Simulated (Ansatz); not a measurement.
## NH$_{3}$, triplet: from triple and quadruple zeta to the limit

```xyz
4

H    -2.0963    0.0594    0.0000
H    -1.1323    0.0594    0.0000
N     0.1987    0.0594    0.0000
H     0.4678   -0.9448    0.0000
```

Ansatz 0.2.0, UHF determinant, valence electrons correlated. Energies in eV.

```
       set  X  functions  Hartree–Fock  MP2 correlation  CCSD(T) correlation                                                                                                              time
def2-TZVPP  3         73    -1525.6232          -5.0044              -5.9297  1.8 s on 1 × NVIDIA H100 80GB HBM3 with 1 thread of AMD EPYC 7R13 Processor (Zen 3), with other jobs on the host
def2-QZVPP  4        147    -1525.7006          -5.3736              -6.2658                 2.5 s on 1 × NVIDIA H100 80GB HBM3 with 1 thread of AMD EPYC 7R13 Processor (Zen 3) (shared host)
```

Hartree–Fock is taken to follow E(X) = E∞ + A·exp(−7.88·√X), correlation E(X) = E∞ + B·X^−2.97.

Cautions: lower spins were not checked.

Problem. Work out the CCSD(T) energy at the limit, and how far the shortcut misses it that extrapolates MP2 and adds CCSD(T) minus MP2 from the smaller set.

Solution. Hartree–Fock: E∞ = E4 + 0.1377·(E4 − E3) = -1525.7113. Correlation: E∞ = E4 + 0.7407·(E4 − E3) = -6.5148 for CCSD(T) and -5.6470 for MP2. The limit is -1532.2261 eV, 0.260 eV below def2-QZVPP. The shortcut gives a correlation energy of -5.6470 + (-0.9253) = -6.5724, 58 meV lower than the direct value.
